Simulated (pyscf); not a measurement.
`[Cl][Ga]` [singlet] + `[CH2]=[CH2]` → `[CH2]=[CH][GaH][Cl]` (insertion; singlet surface; C–H broken, C–Ga, Ga–H formed). Single points on ωB97X-D3(BJ)/def2-SVP structures (PySCF, gas phase). MP2 and CC: frozen core, UHF for open shells. ΔMP2 is the change of the MP2 total energy from the triple- to the quadruple-zeta basis. Energies in kcal/mol from the separated reactants.

```
level                             barrier  reaction energy
--------------------------------  -------  ---------------
PBE/def2-TZVP                        74.3             +5.7
r²SCAN/def2-TZVP                     73.4              0.0
PBE0-D3(BJ)/def2-TZVP                 [?]             +1.5
M06-2X/def2-TZVP                     81.7             +1.9
ωB97M-D3(BJ)/def2-TZVP               86.8             +5.0
CCSD(T)/def2-TZVPP                   78.5             -0.5
CCSD(T)/def2-TZVPP + ΔMP2(QZVPP)      [?]              [?]
```

Task: What belongs in the gaps?

Result: 
- PBE0-D3(BJ)/def2-TZVP, barrier: 77.8
- CCSD(T)/def2-TZVPP + ΔMP2(QZVPP), barrier: 79.6
- CCSD(T)/def2-TZVPP + ΔMP2(QZVPP), reaction energy: +1.1

On the reactant side the descent ends in a complex, 5.1 kcal/mol under the separated species and 89.1 kcal/mol under the saddle at ωB97X-D3(BJ)/def2-TZVP. At ωB97X-D3(BJ) the barrier from the zero used here is 84.0 kcal/mol. This is the saddle that the search found; another between the same sides may lie lower. The CCSD(T) − MP2 part came from Ansatz, without density fitting, on the same reference. The frozen core leaves the outer d or s,p core shells of the metals and heavy elements correlated in the MP2 and CC values, and def2-TZVPP describes them poorly, which can shift differences by a few kcal/mol. Elements up to Kr have no core potential and no relativistic terms here.
